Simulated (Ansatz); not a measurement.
**CH5NSi: a spread of methods and bases**

Aim: run CH5NSi under a spread of inputs, and see what each costs and gives.

Program: Ansatz 0.2.0, Gaussian basis. Level of theory: the settings change from run to run. These are calculated values, not measurements.

### 1 The molecule

The structure was relaxed beforehand with PBE0-D4 in a triple-zeta def2 set.

SMILES `C1N[SiH2]1`, 8 atoms, charge 0, spin multiplicity 1.

Atoms are counted from 1 here; the program's logs count them from 0.

Bond lengths: C1–N2 1.494 Å, C1–Si3 1.829 Å, C1–H4 1.087 Å, C1–H5 1.090 Å, N2–Si3 1.724 Å, N2–H6 1.009 Å, Si3–H7 1.481 Å, Si3–H8 1.478 Å. Angles: N2–C1–Si3 61.5°, N2–C1–H4 114.1°, N2–C1–H5 117.2°, Si3–C1–H4 123.6°, Si3–C1–H5 117.4°, H4–C1–H5 113.0°, C1–N2–Si3 68.8°, C1–N2–H6 116.0°, Si3–N2–H6 124.6°, C1–Si3–N2 49.6°, C1–Si3–H7 117.8°, C1–Si3–H8 124.7°, N2–Si3–H7 120.5°, N2–Si3–H8 116.7°, H7–Si3–H8 113.1°.

### 2 revPBE0/STO-3G

Options: multiplicity 3, finite nuclei, D4 dispersion.

File in.yaml:

```yaml
crystal:
  periodic: [false, false, false]
  atoms:
    - {symbol: C, position_ang: [-0.618133, 0.324524, -0.625261]}
    - {symbol: N, position_ang: [-0.313857, 0.577719, 0.815229]}
    - {symbol: Si, position_ang: [0.569076, -0.779196, 0.221784]}
    - {symbol: H, position_ang: [-1.653817, 0.058637, -0.819449]}
    - {symbol: H, position_ang: [-0.215815, 1.030645, -1.350992]}
    - {symbol: H, position_ang: [0.092544, 1.476125, 1.029444]}
    - {symbol: H, position_ang: [2.003297, -0.648989, -0.125075]}
    - {symbol: H, position_ang: [0.228904, -2.096663, 0.798418]}
basis:
  gaussian: {orbitals: STO-3G, nuclear_model: gaussian}
magnetization: {spin_polarized: true, initial_magnetization: 2}
hamiltonian: {xc: {name: revPBE0}, dispersion: d4}
output: {forces: true}
```

The run is started by

```
$ ansatz run in.yaml --threads 2 --pin off --events-out ev --progress --plain --max-ram 4352MiB
```

Standard output, shortened:

```text
Functional definition: revPBE0
  name "revPBE0"
  cite "Zhang & Yang, Phys. Rev. Lett. 80, 890 (1998) doi:10.1103/PhysRevLett.80.890"
  cite "Adamo & Barone, J. Chem. Phys. 110, 6158 (1999) doi:10.1063/1.478522"
  cite "Perdew, Burke & Ernzerhof, Phys. Rev. Lett. 77, 3865 (1996) doi:10.1103/PhysRevLett.77.3865"
[...]
302 factors; integrals over basis functions are off by at most 2.9e-5 eV
[...]
mean field -10351.81008977 eV, -380.4220040900 hartree, gradient 3.4e-5 eV, S^2 2.010200; 2 other end points of the search recorded, 0 dependent functions left out
[...]
reference -10351.81010859 eV, -380.4220047819 hartree; 17, 15 occupied and 7, 9 virtual orbitals, 302 factors
Total energy: -10352.12114554 eV, -380.4334351790 hartree
Atom 0 at    -0.618133     0.324524    -0.625261 Å, force    -2.758772     4.436369    -1.365865 eV/Å
Atom 1 at    -0.313857     0.577719     0.815229 Å, force    -4.264113     1.795619     0.450297 eV/Å
Atom 2 at     0.569076    -0.779196     0.221784 Å, force     7.640480   -10.744060     0.157205 eV/Å
Atom 3 at    -1.653817     0.058637    -0.819449 Å, force    -0.276556    -0.599567    -0.028658 eV/Å
Atom 4 at    -0.215815     1.030645    -1.350992 Å, force    -0.416890     0.821061     0.040174 eV/Å
Atom 5 at     0.092544     1.476125     1.029444 Å, force     1.132797     2.726370     0.115863 eV/Å
Atom 6 at     2.003297    -0.648989    -0.125075 Å, force    -1.042274     0.347464     0.581376 eV/Å
Atom 7 at     0.228904    -2.096663     0.798418 Å, force    -0.014671     1.216744     0.049607 eV/Å
Dipole moment:    -0.031408     0.380394     0.006419 e Å
```

Run time: 0.9 s. Hardware: 2 threads of Arm Neoverse V1, shared host.

Largest force 13.185 eV/Å, dipole 1.83 D, ⟨S²⟩ 2.010.

### 3 PBE0-DH/def2-TZVPD

This run has atoms shaken by 0.15 Å, finite nuclei.

File in.yaml:

```yaml
crystal:
  periodic: [false, false, false]
  atoms:
    - {symbol: C, position_ang: [-0.552950, 0.153840, -0.811343]}
    - {symbol: N, position_ang: [-0.242281, 0.811752, 0.558325]}
    - {symbol: Si, position_ang: [0.635578, -0.668079, 0.120500]}
    - {symbol: H, position_ang: [-1.816744, 0.274575, -1.008110]}
    - {symbol: H, position_ang: [-0.294885, 1.196517, -1.288978]}
    - {symbol: H, position_ang: [0.252184, 1.539159, 1.369933]}
    - {symbol: H, position_ang: [1.947557, -0.769274, -0.225833]}
    - {symbol: H, position_ang: [0.166925, -2.197887, 0.693873]}
basis:
  gaussian: {orbitals: def2-TZVPD, nuclear_model: gaussian}
hamiltonian: {xc: {name: PBE0-DH}}
```

The command is unchanged.

Standard output, shortened:

```text
Functional definition: PBE0-DH
  name "PBE0-DH"
  cite "Brémond & Adamo, J. Chem. Phys. 135, 024106 (2011) doi:10.1063/1.3604569"
  cite "Perdew, Burke & Ernzerhof, Phys. Rev. Lett. 77, 3865 (1996) doi:10.1103/PhysRevLett.77.3865"
[...]
1120 factors; integrals over basis functions are off by at most 8.6e-4 eV
[...]
mean field -10473.07650609 eV, -384.8784626926 hartree, gradient 2.3e-6 eV, S^2 0.000000; 0 other end points of the search recorded, 0 dependent functions left out
7 core orbitals not correlated: weight in the atoms' cores, before any rotation towards them, 1.000 or more for the frozen orbitals, at most 0.000 for the correlated occupied ones
reference -10473.07652890 eV, -384.8784635308 hartree; 9, 9 occupied and 146, 146 virtual orbitals, 1120 factors
second order -17.61225004 eV of doubles, -0.00000000 eV of singles
Total energy: -10475.27806015 eV, -384.9593683122 hartree
```

Wall time 4.2 s (2 threads of Arm Neoverse V1, shared host); peak memory 0.31 GiB.

### 4 HSE06/def2-TZVP

Options: D3(BJ) with three-body dispersion, relativity set to scalar.

File in.yaml:

```yaml
crystal:
  periodic: [false, false, false]
  atoms:
    - {symbol: C, position_ang: [-0.618133, 0.324524, -0.625261]}
    - {symbol: N, position_ang: [-0.313857, 0.577719, 0.815229]}
    - {symbol: Si, position_ang: [0.569076, -0.779196, 0.221784]}
    - {symbol: H, position_ang: [-1.653817, 0.058637, -0.819449]}
    - {symbol: H, position_ang: [-0.215815, 1.030645, -1.350992]}
    - {symbol: H, position_ang: [0.092544, 1.476125, 1.029444]}
    - {symbol: H, position_ang: [2.003297, -0.648989, -0.125075]}
    - {symbol: H, position_ang: [0.228904, -2.096663, 0.798418]}
basis:
  gaussian: {orbitals: def2-TZVP}
hamiltonian: {xc: {name: HSE06}, dispersion: d3bjatm, pseudopotentials: {relativity: scalar}}
```

The command is unchanged.

Standard output, shortened:

```text
Functional definition: HSE06
  name "HSE06"
  cite "Heyd, Scuseria & Ernzerhof, J. Chem. Phys. 118, 8207 (2003) doi:10.1063/1.1564060"
  cite "Krukau, Vydrov, Izmaylov & Scuseria, J. Chem. Phys. 125, 224106 (2006) doi:10.1063/1.2404663"
  cite "Heyd & Scuseria, J. Chem. Phys. 120, 7274 (2004) doi:10.1063/1.1668634"
  cite "Ernzerhof & Perdew, J. Chem. Phys. 109, 3313 (1998) doi:10.1063/1.476928"
  cite "Perdew, Burke & Ernzerhof, Phys. Rev. Lett. 77, 3865 (1996) doi:10.1103/PhysRevLett.77.3865"
  parent pbe
[...]
  # The whole range is PBE's own exchange, as in plane waves. The composition of these papers is wPBEh.
[...]
823 factors; their error is unknown
67 factors; integrals over basis functions are off by at most 5.7e-7 eV
[...]
mean field -10495.42563602 eV, -385.6997780688 hartree, gradient 6.2e-5 eV, S^2 0.000000; 0 other end points of the search recorded, 0 dependent functions left out
reference -10495.42567358 eV, -385.6997794492 hartree; 16, 16 occupied and 113, 113 virtual orbitals, 823 factors
Total energy: -10495.50955027 eV, -385.7028618605 hartree
Relativity: scalar
```

Run time: 1.8 s. Hardware: 2 threads of Arm Neoverse V1, shared host.

### 5 B2GP-PLYP/def2-SVPD

This run has unrestricted orbitals, density fitting with def2-universal-jkfit.

Changes to in.yaml since step 4:

```diff
@@ -12,3 +12,5 @@
 basis:
-  gaussian: {orbitals: def2-TZVP}
-hamiltonian: {xc: {name: HSE06}, dispersion: d3bjatm, pseudopotentials: {relativity: scalar}}
+  gaussian: {orbitals: def2-SVPD, fitting: {mean_field: def2-universal-jkfit}}
+magnetization: {spin_polarized: true, initial_magnetization: 0}
+hamiltonian: {xc: {name: B2GP-PLYP}}
+output: {forces: true}
```

The command is unchanged.

Standard output, shortened:

```text
Functional definition: B2GP-PLYP
  name "B2GP-PLYP"
  cite "Karton, Tarnopolsky, Lamère, Schatz & Martin, J. Phys. Chem. A 112, 12868 (2008) doi:10.1021/jp801805p"
  cite "Becke, Phys. Rev. A 38, 3098 (1988) doi:10.1103/PhysRevA.38.3098"
  cite "Lee, Yang & Parr, Phys. Rev. B 37, 785 (1988) doi:10.1103/PhysRevB.37.785"
[...]
370 factors; integrals over basis functions are off by at most 3.5e-1 eV
[...]
mean field -10467.72918264 eV, -384.6819521802 hartree, gradient 6.4e-6 eV, S^2 0.000000; 0 other end points of the search recorded, 0 dependent functions left out
7 core orbitals not correlated: weight in the atoms' cores, before any rotation towards them, 1.000 or more for the frozen orbitals, at most 0.000 for the correlated occupied ones
reference -10467.72929802 eV, -384.6819564206 hartree; 9, 9 occupied and 88, 88 virtual orbitals, 370 factors
second order -13.56163039 eV of doubles, -0.00000000 eV of singles
[...]
Total energy: -10472.61148496 eV, -384.8613734813 hartree
Atom 0 at    -0.618133     0.324524    -0.625261 Å, force    -0.151943    -0.000672    -0.129427 eV/Å
Atom 1 at    -0.313857     0.577719     0.815229 Å, force    -0.243417     0.451316     0.195905 eV/Å
Atom 2 at     0.569076    -0.779196     0.221784 Å, force     0.555278    -0.783826    -0.024451 eV/Å
Atom 3 at    -1.653817     0.058637    -0.819449 Å, force    -0.178079    -0.024983    -0.043178 eV/Å
Atom 4 at    -0.215815     1.030645    -1.350992 Å, force     0.052431     0.142862    -0.094180 eV/Å
Atom 5 at     0.092544     1.476125     1.029444 Å, force     0.016861     0.155550     0.115164 eV/Å
Atom 6 at     2.003297    -0.648989    -0.125075 Å, force    -0.072716    -0.001948     0.020310 eV/Å
Atom 7 at     0.228904    -2.096663     0.798418 Å, force     0.021586     0.061703    -0.040142 eV/Å
Dipole moment:     0.224476     0.035298    -0.135535 e Å
```

It took 7 s on 2 threads of Arm Neoverse V1, shared host.

Largest force 0.961 eV/Å, dipole 1.27 D, ⟨S²⟩ 0.000.

### 6 SVWN5/def2-mTZVP

Changes to in.yaml since step 5:

```diff
@@ -12,5 +12,3 @@
 basis:
-  gaussian: {orbitals: def2-SVPD, fitting: {mean_field: def2-universal-jkfit}}
-magnetization: {spin_polarized: true, initial_magnetization: 0}
-hamiltonian: {xc: {name: B2GP-PLYP}}
-output: {forces: true}
+  gaussian: {orbitals: def2-mTZVP}
+hamiltonian: {xc: {name: SVWN5}}
```

Same command.

Standard output:

```text
Functional definition: SVWN5
  name "SVWN5"
  cite "Dirac, Proc. Camb. Phil. Soc. 26, 376 (1930) doi:10.1017/S0305004100016108"
  cite "Slater, Phys. Rev. 81, 385 (1951) doi:10.1103/PhysRev.81.385"
  cite "Vosko, Wilk & Nusair, Can. J. Phys. 58, 1200 (1980) doi:10.1139/p80-159"
  exchange = slater_x
  correlation = vwn5_c
756 factors; their error is unknown
mean field evaluation 1: about -10417.8768 eV, gradient 7.8e1 eV
mean field evaluation 2: about -10304.6121 eV, gradient 1.8e2 eV
mean field evaluation 4: about -10430.4052 eV, gradient 2.3e1 eV
mean field evaluation 8: about -10431.5020 eV, gradient 2.8e-2 eV
mean field evaluation 16: about -10431.4772 eV, gradient 2.2e-5 eV
mean field -10431.47715829 eV, -383.3497148581 hartree, gradient 2.2e-5 eV, S^2 0.000000; 0 other end points of the search recorded, 0 dependent functions left out
reference -10431.47719297 eV, -383.3497161323 hartree; 16, 16 occupied and 59, 59 virtual orbitals, 756 factors
Total energy: -10431.47719297 eV, -383.3497161323 hartree
```

It took 0.55 s on 2 threads of Arm Neoverse V1, shared host.

### 7 LC-wPBE/def2-mTZVPP

Options: finite nuclei.

Changes to in.yaml since step 6:

```diff
@@ -12,3 +12,4 @@
 basis:
-  gaussian: {orbitals: def2-mTZVP}
-hamiltonian: {xc: {name: SVWN5}}
+  gaussian: {orbitals: def2-mTZVPP, nuclear_model: gaussian}
+hamiltonian: {xc: {name: LC-wPBE}}
+output: {forces: true}
```

Launched as before.

Standard output, shortened:

```text
Functional definition: LC-wPBE
  name "LC-wPBE"
  cite "Vydrov & Scuseria, J. Chem. Phys. 125, 234109 (2006) doi:10.1063/1.2409292"
  cite "Heyd & Scuseria, J. Chem. Phys. 120, 7274 (2004) doi:10.1063/1.1668634"
  cite "Ernzerhof & Perdew, J. Chem. Phys. 109, 3313 (1998) doi:10.1063/1.476928"
  cite "Perdew, Burke & Ernzerhof, Phys. Rev. Lett. 77, 3865 (1996) doi:10.1103/PhysRevLett.77.3865"
  parent pbe
[...]
872 factors; their error is unknown
348 factors; integrals over basis functions are off by at most 1.6e-5 eV
[...]
mean field -10481.82408963 eV, -385.1999304583 hartree, gradient 1.8e-5 eV, S^2 0.000000; 0 other end points of the search recorded, 0 dependent functions left out
[...]
reference -10481.82408963 eV, -385.1999304585 hartree; 16, 16 occupied and 79, 79 virtual orbitals, 872 factors
Total energy: -10481.82408963 eV, -385.1999304585 hartree
Atom 0 at    -0.618133     0.324524    -0.625261 Å, force     0.089862    -0.185569     0.071609 eV/Å
Atom 1 at    -0.313857     0.577719     0.815229 Å, force     0.081348     0.053487    -0.090318 eV/Å
Atom 2 at     0.569076    -0.779196     0.221784 Å, force    -0.079533     0.037463    -0.027898 eV/Å
Atom 3 at    -1.653817     0.058637    -0.819449 Å, force     0.005519     0.014571     0.007176 eV/Å
Atom 4 at    -0.215815     1.030645    -1.350992 Å, force    -0.006733     0.023536     0.054180 eV/Å
Atom 5 at     0.092544     1.476125     1.029444 Å, force    -0.026646    -0.011433     0.011383 eV/Å
Atom 6 at     2.003297    -0.648989    -0.125075 Å, force    -0.084231    -0.000288     0.031981 eV/Å
Atom 7 at     0.228904    -2.096663     0.798418 Å, force     0.020414     0.068232    -0.058112 eV/Å
Dipole moment:     0.243061     0.026080    -0.136397 e Å
```

It took 1.6 s on 2 threads of Arm Neoverse V1, shared host.

Largest force 0.218 eV/Å, dipole 1.34 D.

### 8 PBE/6-31++G**

This run has D3(BJ) dispersion.

Changes to in.yaml since step 7:

```diff
@@ -12,4 +12,3 @@
 basis:
-  gaussian: {orbitals: def2-mTZVPP, nuclear_model: gaussian}
-hamiltonian: {xc: {name: LC-wPBE}}
-output: {forces: true}
+  gaussian: {orbitals: "6-31++G**"}
+hamiltonian: {xc: {name: PBE}, dispersion: d3bj}
```

Same command.

Standard output:

```text
Functional definition: PBE
  name "PBE"
  cite "Perdew, Burke & Ernzerhof, Phys. Rev. Lett. 77, 3865 (1996) doi:10.1103/PhysRevLett.77.3865"
  parent pbe
  parameter kappa = 0.804
  parameter beta = 0.06672455060314922
  exchange = pbe_x(kappa = kappa, mu = beta*pi^2/3)
  correlation = pbe_c(beta = beta)
937 factors; their error is unknown
mean field evaluation 1: about -10462.8858 eV, gradient 7.7e1 eV
mean field evaluation 2: about -10345.4367 eV, gradient 1.8e2 eV
mean field evaluation 4: about -10475.9125 eV, gradient 2.5e1 eV
mean field evaluation 8: about -10477.2237 eV, gradient 2.5e-2 eV
mean field evaluation 16: about -10477.1763 eV, gradient 1.7e-5 eV
mean field -10477.17631844 eV, -385.0291280175 hartree, gradient 1.7e-5 eV, S^2 0.000000; 0 other end points of the search recorded, 0 dependent functions left out
reference -10477.17639824 eV, -385.0291309502 hartree; 16, 16 occupied and 75, 75 virtual orbitals, 937 factors
Total energy: -10477.31002067 eV, -385.0340414838 hartree
```

Run time: 1.1 s. Hardware: 2 threads of Arm Neoverse V1, shared host.

### 9 HSE06/def2-TZVP

This run has unrestricted orbitals, atoms shaken by 0.03 Å.

File in.yaml:

```yaml
crystal:
  periodic: [false, false, false]
  atoms:
    - {symbol: C, position_ang: [-0.611735, 0.329241, -0.645908]}
    - {symbol: N, position_ang: [-0.271448, 0.602221, 0.832077]}
    - {symbol: Si, position_ang: [0.581606, -0.793659, 0.223480]}
    - {symbol: H, position_ang: [-1.630023, 0.063278, -0.833645]}
    - {symbol: H, position_ang: [-0.223372, 0.978715, -1.376672]}
    - {symbol: H, position_ang: [0.067907, 1.420206, 0.972550]}
    - {symbol: H, position_ang: [2.066850, -0.687114, -0.068551]}
    - {symbol: H, position_ang: [0.214945, -2.158361, 0.765733]}
basis:
  gaussian: {orbitals: def2-TZVP}
magnetization: {spin_polarized: true, initial_magnetization: 0}
hamiltonian: {xc: {name: HSE06}}
```

Launched as before.

Standard output, shortened:

```text
Functional definition: HSE06
  name "HSE06"
  cite "Heyd, Scuseria & Ernzerhof, J. Chem. Phys. 118, 8207 (2003) doi:10.1063/1.1564060"
  cite "Krukau, Vydrov, Izmaylov & Scuseria, J. Chem. Phys. 125, 224106 (2006) doi:10.1063/1.2404663"
  cite "Heyd & Scuseria, J. Chem. Phys. 120, 7274 (2004) doi:10.1063/1.1668634"
  cite "Ernzerhof & Perdew, J. Chem. Phys. 109, 3313 (1998) doi:10.1063/1.476928"
  cite "Perdew, Burke & Ernzerhof, Phys. Rev. Lett. 77, 3865 (1996) doi:10.1103/PhysRevLett.77.3865"
  parent pbe
[...]
  # The whole range is PBE's own exchange, as in plane waves. The composition of these papers is wPBEh.
[...]
823 factors; their error is unknown
67 factors; integrals over basis functions are off by at most 6.7e-7 eV
[...]
mean field -10479.00161152 eV, -385.0962063010 hartree, gradient 1.5e-5 eV, S^2 0.000000; 0 other end points of the search recorded, 0 dependent functions left out
reference -10479.00164893 eV, -385.0962076758 hartree; 16, 16 occupied and 113, 113 virtual orbitals, 823 factors
Total energy: -10479.00164893 eV, -385.0962076758 hartree
```

Run time: 2.9 s. Hardware: 2 threads of Arm Neoverse V1, shared host; peak memory 0.26 GiB.

⟨S²⟩ 0.000.

### 10 PBE-QIDH/def2-mTZVPP

This run has charge +1, multiplicity 2, high accuracy, the search for lower states set to light.

File in.yaml:

```yaml
crystal:
  periodic: [false, false, false]
  atoms:
    - {symbol: C, position_ang: [-0.618133, 0.324524, -0.625261]}
    - {symbol: N, position_ang: [-0.313857, 0.577719, 0.815229]}
    - {symbol: Si, position_ang: [0.569076, -0.779196, 0.221784]}
    - {symbol: H, position_ang: [-1.653817, 0.058637, -0.819449]}
    - {symbol: H, position_ang: [-0.215815, 1.030645, -1.350992]}
    - {symbol: H, position_ang: [0.092544, 1.476125, 1.029444]}
    - {symbol: H, position_ang: [2.003297, -0.648989, -0.125075]}
    - {symbol: H, position_ang: [0.228904, -2.096663, 0.798418]}
basis:
  gaussian: {orbitals: def2-mTZVPP}
total_charge: 1
magnetization: {spin_polarized: true, initial_magnetization: 1}
hamiltonian: {xc: {name: PBE-QIDH}}
accuracy: high
scf: {lower_state_search: light}
output: {forces: true}
```

Launched as before.

Standard output, shortened:

```text
Functional definition: PBE-QIDH
  name "PBE-QIDH"
  cite "Brémond, Sancho-García, Pérez-Jiménez & Adamo, J. Chem. Phys. 141, 031101 (2014) doi:10.1063/1.4890314"
  cite "Perdew, Burke & Ernzerhof, Phys. Rev. Lett. 77, 3865 (1996) doi:10.1103/PhysRevLett.77.3865"
[...]
1994 factors; integrals over basis functions are off by at most 3.8e-9 eV
[...]
mean field -10462.95534306 eV, -384.5065168115 hartree, gradient 4.9e-8 eV, S^2 0.761513; 2 other end points of the search recorded, 0 dependent functions left out
7 core orbitals not correlated: weight in the atoms' cores, before any rotation towards them, 1.000 or more for the frozen orbitals, at most 0.000 for the correlated occupied ones
reference -10462.95534412 eV, -384.5065168507 hartree; 9, 8 occupied and 79, 80 virtual orbitals, 1994 factors
second order -12.21060358 eV of doubles, -0.00000000 eV of singles
[...]
Total energy: -10467.02554532 eV, -384.6560939857 hartree
Atom 0 at    -0.618133     0.324524    -0.625261 Å, force    -0.439863     1.524336     0.699342 eV/Å
Atom 1 at    -0.313857     0.577719     0.815229 Å, force    -0.337325     1.043627    -1.695085 eV/Å
Atom 2 at     0.569076    -0.779196     0.221784 Å, force     1.697669    -3.359772     0.413273 eV/Å
Atom 3 at    -1.653817     0.058637    -0.819449 Å, force     0.097968    -0.809000     0.010100 eV/Å
Atom 4 at    -0.215815     1.030645    -1.350992 Å, force    -0.437821     0.438242     0.423848 eV/Å
Atom 5 at     0.092544     1.476125     1.029444 Å, force     0.062198     0.471451     0.137562 eV/Å
Atom 6 at     2.003297    -0.648989    -0.125075 Å, force    -0.345257     0.321472     0.290473 eV/Å
Atom 7 at     0.228904    -2.096663     0.798418 Å, force    -0.297570     0.369643    -0.279513 eV/Å
Dipole moment:     0.067623     0.199654    -0.076657 e Å
```

Wall time 27 s (2 threads of Arm Neoverse V1, shared host); peak memory 0.79 GiB.

Largest force 3.787 eV/Å, ⟨S²⟩ 0.762.

### 11 All runs side by side

| level | charge | multiplicity | geometry | functions | energy (eV) | time |
| --- | --- | --- | --- | --- | --- | --- |
| revPBE0/STO-3G | 0 | 3 | relaxed | 24 | -10352.121 | 0.9 s |
| PBE0-DH/def2-TZVPD | 0 | 1 | shaken | 162 | -10475.278 | 4.2 s |
| HSE06/def2-TZVP | 0 | 1 | relaxed | 129 | -10495.510 | 1.8 s |
| B2GP-PLYP/def2-SVPD | 0 | 1 | relaxed | 104 | -10472.611 | 7 s |
| SVWN5/def2-mTZVP | 0 | 1 | relaxed | 75 | -10431.477 | 0.55 s |
| LC-wPBE/def2-mTZVPP | 0 | 1 | relaxed | 95 | -10481.824 | 1.6 s |
| PBE/6-31++G** | 0 | 1 | relaxed | 91 | -10477.310 | 1.1 s |
| HSE06/def2-TZVP | 0 | 1 | shaken | 129 | -10479.002 | 2.9 s |
| PBE-QIDH/def2-mTZVPP | 1 | 2 | relaxed | 95 | -10467.026 | 27 s |

### 12 What came out

| quantity | value |
| --- | --- |
| runs | 9 |
| quickest | SVWN5/def2-mTZVP, 0.55 s |
| slowest | PBE-QIDH/def2-mTZVPP, 27 s |
| spread of total energies, same state and geometry | 64.0 eV |
| dipole, same state and geometry | 1.27 to 1.34 D |

PBE-QIDH/def2-mTZVPP took 49 times as long as SVWN5/def2-mTZVP. The jobs differ in tasks and options as well as level. The totals spread over 64 eV; they can't be compared across methods or bases. Some of these runs are scalar-relativistic and others not, which shifts the totals of all-electron atoms past neon by eV; core potentials, where a basis has them, take the core out of the total altogether. At the PBE0-D4/def2-TZVP geometry and in the same state, runs without warnings or point charges leave forces up to 0.96 eV/Å (B2GP-PLYP/def2-SVPD).
